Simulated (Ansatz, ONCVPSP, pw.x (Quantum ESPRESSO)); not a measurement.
## pw.x on diamond Ti: one setting changed

Potential: optimised norm-conserving Vanderbilt (ONCV), ONCVPSP 4.0.1.1 (patched build), PBEsol; core [Ne], reference 3s2 3p6 3d2 4s2; waves: 3s+4s: rc 2.04 bohr, ncon 3, nbas 7, qcut 7.9 1/bohr, 2 projectors; 3p: rc 1.55 bohr, ncon 3, nbas 7, qcut 7.2 1/bohr, 1 projector; 3d: rc 1.50 bohr, ncon 4, nbas 8, qcut 11.8 1/bohr, local; local part: the d channel; core correction: none.

The reference run (k-mesh 8³, cutoffs 120/480 Ry, Fermi–Dirac 0.01 Ry, mixing_beta 0.4, conv_thr 1e-9, no spin) gives 0.33 GPa at 21.349 Å³/atom, where all-electron LAPW gives -0.01 GPa. This run, with its own iteration cap, changes nspin = 2 with starting_magnetization to -0.3.

```
&control
  calculation='scf', prefix='x', pseudo_dir='./', outdir='./tmp', tstress=.true., disk_io='none'
/
&system
  ibrav=0, nat=2, ntyp=1, ecutwfc=120, ecutrho=480, nbnd=21,
  occupations='smearing', smearing='fd', degauss=0.01, nspin=2, starting_magnetization(1)=-0.3
/
&electrons
  conv_thr=1e-09, mixing_beta=0.4, electron_maxstep=60
/
ATOMIC_SPECIES
Ti 1.0 Ti.UPF
CELL_PARAMETERS angstrom
  0.00000000 2.77412385 2.77412385
  2.77412385 0.00000000 2.77412385
  2.77412385 2.77412385 0.00000000
ATOMIC_POSITIONS crystal
Ti 0.0000 0.0000 0.0000
Ti 0.2500 0.2500 0.2500
K_POINTS automatic
8 8 8 0 0 0
```

```bash
pw.x < Ti.scf.in > Ti.scf.out
```

Problem. How does the run end?

Solution. It converges in 13 iterations; the free energy moves by -68.7 meV/atom and the pressure by +3.33 GPa.

```
Message from routine setup:
     using ibrav=0 with symmetry is DISCOURAGED, use correct ibrav instead
     lattice parameter (alat)  =       7.4138  a.u.
     unit-cell volume          =     288.1404 (a.u.)^3
     number of electrons       =        24.00
     number of Kohn-Sham states=           21
     kinetic-energy cutoff     =     120.0000  Ry
     charge density cutoff     =     480.0000  Ry
     scf convergence threshold =      1.0E-09
     Exchange-correlation= PBESOL
     atomic species   magnetization
     number of k points=    29  Fermi-Dirac smearing, width (Ry)=  0.0100
     iteration #  1     ecut=   120.00 Ry     beta= 0.40
     total energy              =    -233.60252802 Ry
     estimated scf accuracy    <       0.17974231 Ry
     total magnetization       =    -4.99 Bohr mag/cell
     absolute magnetization    =     4.99 Bohr mag/cell
     iteration #  2     ecut=   120.00 Ry     beta= 0.40
     total energy              =    -233.66604628 Ry
     estimated scf accuracy    <       0.06651410 Ry
     total magnetization       =    -4.42 Bohr mag/cell
     absolute magnetization    =     4.42 Bohr mag/cell
     iteration #  3     ecut=   120.00 Ry     beta= 0.40
     total energy              =    -233.69337419 Ry
     estimated scf accuracy    <       0.02743778 Ry
     total magnetization       =    -4.26 Bohr mag/cell
     absolute magnetization    =     4.27 Bohr mag/cell
     [... 7 iterations left out ...]
     iteration # 11     ecut=   120.00 Ry     beta= 0.40
     total energy              =    -233.70397779 Ry
     estimated scf accuracy    <       0.00000036 Ry
     total magnetization       =    -3.04 Bohr mag/cell
     absolute magnetization    =     3.05 Bohr mag/cell
     iteration # 12     ecut=   120.00 Ry     beta= 0.40
     total energy              =    -233.70398293 Ry
     estimated scf accuracy    <          7.9E-09 Ry
     total magnetization       =    -3.06 Bohr mag/cell
     absolute magnetization    =     3.07 Bohr mag/cell
     iteration # 13     ecut=   120.00 Ry     beta= 0.40
     the Fermi energy is     9.9719 ev
!    total energy              =    -233.70398294 Ry
     estimated scf accuracy    <          2.0E-10 Ry
     smearing contrib. (-TS)   =      -0.01712845 Ry
     The total energy is F=E-TS. E is the sum of the following terms:
     one-electron contribution =    -123.10825714 Ry
     hartree contribution      =      66.46340351 Ry
     xc contribution           =     -29.07377293 Ry
     ewald contribution        =    -147.96822792 Ry
     total magnetization       =    -3.06 Bohr mag/cell
     absolute magnetization    =     3.07 Bohr mag/cell
     convergence has been achieved in  13 iterations
          total   stress  (Ry/bohr**3)                   (kbar)     P=       36.60
     Message from routine punch:
     Nothing written, as per user request (disk_io='none')
```

The run took about 3.4 min on one core of a shared host (Neoverse-V1, 32 threads, 247 GiB, load 13).
